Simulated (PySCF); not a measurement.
Molecule: SMILES [AlH3-][CH2]Cl, [CH5AlCl]-.

Bonds (- single, = double, # triple, : aromatic): Al1-C2 2.042 Å, C2-Cl3 1.829 Å. Al1 carries H4, H5, H6; C2 carries H7, H8. Formal charges: Al1 -1.

Total charge -1.

Geometry PBE0-D3(BJ)/def2-SVP throughout; GIAO in PySCF 2.14, gas phase, one conformer, non-relativistic; equivalent atoms averaged; functional PBE0.

**Question.** How do the absolute shieldings σ depend on the basis set? (ppm; last column core-seconds on shared hosts with different chips, so compare them loosely)

**Answer.** 
```
    basis set  functions    Al1     C2     Cl3  H7/H8  H4/H5/H6  core-s
       STO-3G         28  468.1  183.2  1080.3  31.69     32.99     1.2
        6-31G         45  512.3  156.5   993.7  30.63     28.71     2.3
     pcSseg-0         45  452.4  150.1  1004.8  30.93     28.54     2.4
       6-31G*         60  506.7  156.4   979.0  30.22     28.10     2.7
     def2-SVP         75  495.9  156.4   997.6  29.42     27.74       3
      cc-pVDZ         75  512.8  155.9   979.0  29.13     27.73     3.8
     pcSseg-1         90  458.6  143.6   965.7  28.99     27.71     4.8
  aug-cc-pVDZ        122  506.5  153.5   970.3  28.76     27.55       6
6-311+G(2d,p)        127  456.0  146.1   954.9  29.06     27.59     5.9
    def2-TZVP        135  456.1  147.6   951.5  29.16     27.60     6.6
      cc-pVTZ        168  459.6  147.8   970.0  28.90     27.65     9.8
     IGLO-III        173  455.6  144.1   964.9  28.88     27.63     8.9
     pcSseg-2        192  452.5  143.0   954.9  28.78     27.59      10
```

**Question.** Which nucleus moves most, in ppm?

**Answer.** Cl3 (chlorine bonded to C): from 951.5 ppm with def2-TZVP to 1080.3 ppm with STO-3G. The smallest spread is 2.93 ppm, at H7/H8. Proton shifts span only some 12 ppm, so a few tenths of a ppm matter as much there as several ppm in carbon.

**Question.** Taking the largest basis, pcSseg-2 (192 functions), as the yardstick, rank the others by their worst heavy-atom deviation.

**Answer.** 6-311+G(2d,p) 3.5 ppm (127 functions), def2-TZVP 4.6 ppm (135 functions), IGLO-III 10.0 ppm (173 functions), pcSseg-1 10.8 ppm (90 functions), cc-pVTZ 15.2 ppm (168 functions), def2-SVP 43.4 ppm (75 functions), pcSseg-0 50.0 ppm (45 functions), aug-cc-pVDZ 54.1 ppm (122 functions), 6-31G* 54.3 ppm (60 functions), 6-31G 59.8 ppm (45 functions), cc-pVDZ 60.4 ppm (75 functions), STO-3G 125.4 ppm (28 functions).

A small basis that lands close on one nucleus may do so by chance; judge by the trend and by all nuclei.
